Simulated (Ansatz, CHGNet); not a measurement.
For chalcopyrite AgInTe₂, the machine-learned potential CHGNet 0.3.0 (trained on PBE and PBE+U data) gives:

```
Quantity                       Result
---------------------  --------------
lattice constant a            6.487 Å
c axis length                13.410 Å
enthalpy of formation  -0.439 eV/atom
```

Problem. What does LDA (PAW; Ansatz, an electronic-structure program) give for the same quantities?

Solution. 
- lattice constant a: 6.354 Å (drops by 2.1 %)
- lattice parameter c: 12.634 Å (drops by 5.8 %)
- formation enthalpy: -0.205 eV/atom (moves by +0.234 eV/atom)

Changes are worked out from the printed values.

Unless a cell is named, each level is at its own relaxed cell (CHGNet 0.3.0 35.26, LDA 31.88 Å³/atom).

Levels without +SOC leave out spin–orbit coupling, which shifts energies and cells of such heavy elements.

Caveats: the energies of CHGNet 0.3.0 can hold anion corrections fitted to measured formation enthalpies (CHGNet 0.3.0); the gap of the solid is closed in this run (LDA). Ansatz's density-functional and Hartree–Fock values are scalar-relativistic unless marked +SOC, with PAW data made under PBE.
